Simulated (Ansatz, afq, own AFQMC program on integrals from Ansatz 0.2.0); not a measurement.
Integrals from Ansatz 0.2.0, then the random walk in our own AFQMC program (afq).

```yaml
crystal:
  periodic: [false, false, false]
  atoms:
    - {symbol: Ge, position_ang: [0.000000, 0.000000, 0.000000]}
    - {symbol: Al, position_ang: [0.000000, 0.000000, 3.129900]}
basis:
  gaussian: {orbitals: cc-pVDZ}
total_charge: 1
magnetization: {spin_polarized: false}
correlation: {method: ccsd_t, electrons: outside_noble_gas, hamiltonian_folder: ham}
```

```sh
$ ansatz run in.yaml --threads 1 --pin off --events-out ev --progress --plain --max-ram 1843MiB
```

afq runs on the folder ham with

```
--method phaseless --trial cisd --walkers 190 --populations 1 --least-time 40 --time-step 0.005 --steps-per-block 50 --equilibration-blocks 28 --max-blocks 300 --target-error 0.00029 --factor-cut 1e-05 --seed 1399 --release-times 0.24,0.51,0.99,1.62,2.4 --release-step 0.03 --release-every 4 --taylor-order 6
```

Times are imaginary, in 1/Eh. The walk had a cap of 523 s. Filled inner d shells are frozen with the cores.

Output of the walk:

```
orbitals 26  electrons 3 3  factors 172 of 511
reference energy -2316.94513176 Eh
CCSD correlation -0.11757211 Eh in 14 cycles, weight of the determinant in the CISD state 0.8475
energy of the start -2317.062704 Eh
 block  time / (1/Eh)  mean weight  energy / Eh
     1     0.250  1.0002  -2317.061501
     2     0.500  0.9995  -2317.061245
     3     0.750  1.0000  -2317.061307
     4     1.000  1.0000  -2317.061541
     5     1.250  0.9998  -2317.061962
    10     2.500  0.9998  -2317.063849
    29     7.250  0.9999  -2317.066955
    49    12.250  0.9991  -2317.066080
    69    17.250  1.0000  -2317.067224
    89    22.250  1.0002  -2317.069184
   109    27.250  0.9998  -2317.065976
   113    28.250  1.0002  -2317.070787
   129    32.250  1.0004  -2317.068717
   149    37.250  1.0001  -2317.065155
   153    38.250  0.9999  -2317.061592
   169    42.250  0.9995  -2317.067183
   185    46.250  1.0002  -2317.065670
blocks merged  error / Eh  count
     1  0.000139  160
     2  0.000179  80
     4  0.000230  40
     8  0.000269  20
    16  0.000295  10
released: time / (1/Eh)  energy / Eh  error  mean overlap
  0.24  -2317.066383  0.000325  1.0067
  0.51  -2317.066602  0.000334  1.0099
  0.99  -2317.066436  0.000284  1.0191
  1.62  -2317.066695  0.000279  1.0157
  2.40  -2317.066745  0.000368  1.0223
energy -2317.066593 +/- 0.000269 Eh
(rows thinned)
```

The run passed its tests (sampling time, drift between the halves within three errors, error under three times the target), which doesn't prove that it has relaxed.

Against this walk (error 7.3 meV) on the same determinant: CCSD(T) 27.4 meV higher, CCSDT(Q) 8.6 meV lower (within the noise), CCSDTQ 13.1 meV lower (within the noise), full CI 13.7 meV lower (within the noise). The error is statistical and leaves out the bias of the constraint. Released to 2.40 1/Eh the energy moves by -4 ± 12 meV (both errors), within twice the noise.

Cautions: constraint bias not in the error; no relativity below Rb; no spin-orbit coupling; inner d shell frozen; another spin lies lower (by 475 meV); restricted determinant unstable towards unrestricted (UHF 749 meV lower, ⟨S²⟩ 1.07); CCSDTQ on the UHF determinant differs (462 meV lower), perhaps since the unrestricted series falls towards higher spin.

The walk took 100 s on 1 thread of Arm Neoverse V2, on a shared host. The log's last line is the phaseless energy.

CCSDT and higher add their correlation energy to the determinant of the CCSD(T) run, since their own runs factorise the integrals more tightly (a shift of under 2 meV). A walk keeps the symmetry of its determinant, which the program's search chose and which needn't be the lowest solution, so a lower state of the same spin and another symmetry isn't excluded.
